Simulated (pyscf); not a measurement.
H₃C–Mg–CH₃ + H• → [H₃C–Mg]• + CH₄, a substitution at C (doublet surface; C–Mg broken, C–H formed). Single points on ωB97X-D3(BJ)/def2-SVP structures (PySCF, gas phase). Energies in kJ/mol from the separated reactants.

Small-basis levels: PySCF, no dispersion term, spherical d functions. Open shells are spin-unrestricted. 

Problem. Quick B3LYP/LANL2DZ single points give ΔE‡ = 38.6 kJ/mol and ΔE = -205.9 kJ/mol. What does ωB97M-D3(BJ)/def2-TZVP give, and how far is the quick result from it?

Solution. ωB97M-D3(BJ)/def2-TZVP gives ΔE‡ = 50.1 kJ/mol and ΔE = -187.0 kJ/mol. B3LYP/LANL2DZ lies 11.5 kJ/mol under it in the barrier and 18.9 kJ/mol under it in the reaction energy, so on this step it does not hold to within 12.6 kJ/mol. ωB97M-D3(BJ)/def2-TZVP has limits of its own. Abstraction by the radical was not located in this set and often lies lower. One saddle was located; it need not be the lowest between these sides. The angle at the attacked C is 180°.
